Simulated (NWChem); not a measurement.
All runs are NWChem calculations. System: propyne (C3H4), charge 0, spin multiplicity 1, at a geometry optimised with PBE0/def2-SVP. Level: G0W0@PBE/def2-TZVPP, RI basis def2-tzvpp-rifit.

Job file:

```
start mol
memory heap 200 mb stack 700 mb global 1700 mb
geometry units angstroms nocenter noautoz
  C      1.223398    -0.195974     0.000000
  C     -0.211608     0.035339     0.000000
  C     -1.407417     0.225249     0.000000
  H      1.449142    -1.273660     0.000000
  H      1.696606     0.247574     0.889750
  H      1.696606     0.247574    -0.889750
  H     -2.468594     0.390825     0.000000
  symmetry group Cs
end
basis spherical
  * library def2-tzvpp
end
basis "ri basis" bse spherical
  * library def2-tzvpp-rifit
end
dft
  xc xpbe96 cpbe96
  iterations 100
  direct
  tolerances tight
end
task dft energy
gw
  states alpha occ 4 vir 2
end
task dft gw
```

Part of the output:

```
             Northwest Computational Chemistry Package (NWChem) 7.3.0
             --------------------------------------------------------

                                NWChem Input Module
                                -------------------

 Scaling coordinates for geometry "geometry" by  1.889725989
 (inverse scale =  0.529177249)

 Turning off AUTOSYM since
 SYMMETRY directive was detected!

                             Geometry "geometry" -> ""
                             -------------------------

 Output coordinates in angstroms (scale by  1.889725989 to convert to a.u.)

  No.       Tag          Charge          X              Y              Z
 ---- ---------------- ---------- -------------- -------------- --------------
    1 C                    6.0000     1.22339800    -0.19597400     0.00000000
    2 C                    6.0000    -0.21160800     0.03533900     0.00000000
    3 C                    6.0000    -1.40741700     0.22524900     0.00000000
    4 H                    1.0000     1.44914200    -1.27366000     0.00000000
    5 H                    1.0000     1.69660600     0.24757400     0.88975000
    6 H                    1.0000     1.69660600     0.24757400    -0.88975000
    7 H                    1.0000    -2.46859400     0.39082500     0.00000000

 Effective nuclear repulsion energy (a.u.)      58.5542181740

            Nuclear Dipole moment (a.u.)
            ----------------------------
        X                 Y               Z
 ---------------- ---------------- ----------------
    -0.0000037795    -0.0000056692     0.0000000000

      Symmetry information
      --------------------

 Group name             Cs
 Group number              2
 Group order               2
 No. of unique centers     6

      Symmetry unique atoms

     1    2    3    4    5    7


 Summary of "ao basis" -> "" (spherical)
 ------------------------------------------------------------------------------
       Tag                 Description            Shells   Functions and Types
 ---------------- ------------------------------  ------  ---------------------
[...]
          31.190524262505         206.353423907419           0.000000000000
           0.000000000000           0.000000000000         211.344678029344

     Multipole analysis of the density
     ---------------------------------

     L   x y z        total         alpha         beta         nuclear
     -   - - -        -----         -----         ----         -------
     0   0 0 0     -0.000000    -11.000000    -11.000000     22.000000

     1   1 0 0      0.335079      0.167541      0.167541     -0.000004
     1   0 1 0     -0.056275     -0.028135     -0.028135     -0.000006
     1   0 0 1     -0.000000     -0.000000     -0.000000      0.000000

     2   2 0 0    -10.603268    -67.946551    -67.946551    125.289835
     2   1 1 0     -0.640586      9.242910      9.242910    -19.126407
     2   1 0 1      0.000000      0.000000      0.000000      0.000000
     2   0 2 0    -14.575677    -11.644341    -11.644341      8.713005
     2   0 1 1     -0.000000     -0.000000     -0.000000      0.000000
     2   0 0 2    -14.676852    -10.165477    -10.165477      5.654102

 Task  times  cpu:       21.4s     wall:       21.4s

                                NWChem Input Module
                                -------------------

                                 NWChem GW Module
                                 ----------------

                             ***********************
                             ***        GW       ***
                             ***********************

 Summary of "ri basis" -> "ri basis" (spherical)
 ------------------------------------------------------------------------------
       Tag                 Description            Shells   Functions and Types
 ---------------- ------------------------------  ------  ---------------------
 C                      def2-tzvpp-rifit            22       76   8s6p4d3f1g
 H                      def2-tzvpp-rifit            10       30   4s3p2d1f

                 Memory Information
                 ------------------
          Available GA per process is          1699.8 MBs
          Available stack per process is        700.0 MBs
          Available heap per process is           0.1 MBs

          Peak memory in Initialization
              Peak GA per process is                  6.3 MBs
              Peak stack per process is               0.3 MBs
              Peak heap per process is                6.5 MBs
              Memory not in MA per process            0.0 MBs

          Peak memory in AFF Calculation
              Peak GA per process is                 26.7 MBs
              Peak stack per process is              17.6 MBs
              Peak heap per process is                0.0 MBs
              Memory not in MA per process           17.6 MBs

          Computing 2-center integrals
          Computing Inverse Cholesky factor
          Computing 3-center integrals
          Computing V_xc ...

          Computing Sigma_x
          Computing RPA polarizability
          Solving quasiparticle equations

                  Alpha Orbitals
          State     Energy (eV)     Error (eV)
          -----------------------------------
@GW         8        -14.272           0.002
@GW         9        -14.271           0.002
@GW        10         -9.916           0.002
@GW        11         -9.915           0.002
@GW        12          3.354           0.002
@GW        13          3.354           0.002

   Applying  -3.4589 eV scissor-shift to rest of particle states

   Applying   3.1795 eV scissor-shift to rest of hole states

     GW Timing Statistics
   ------------------------
   Init.   :          0.1s
     ERIs  :          2.1s
     Distr.:          0.0s
     Vxc   :          0.5s
   Sigma_x :          0.0s
   RPA     :          1.2s
   Wmn     :          0.1s
   Sigma_c :          0.0s
   GW total:          4.0s

 Task  times  cpu:        4.0s     wall:        4.0s

 Total times  cpu:       25.5s     wall:       25.5s
```
